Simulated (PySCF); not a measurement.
These are PBE-D3(BJ)/def2-TZVP // B3LYP-D3(BJ)/def2-TZVP run with PySCF 2.14.0 values and carry that method's errors. Gas-phase values, no solvent. 

Reference species (SMILES): `[NH2]` (neutral, multiplicity 2).

```
Property        Value
-------------  ------
dipole moment  1.90 D
```

Changed species: `[NH2][AlH]` (radical fragment; the reference has radical fragment).

Problem. What does the change do to the dipole moment?

Solution. the dipole moment drops by 0.64 D, to 1.26 D.
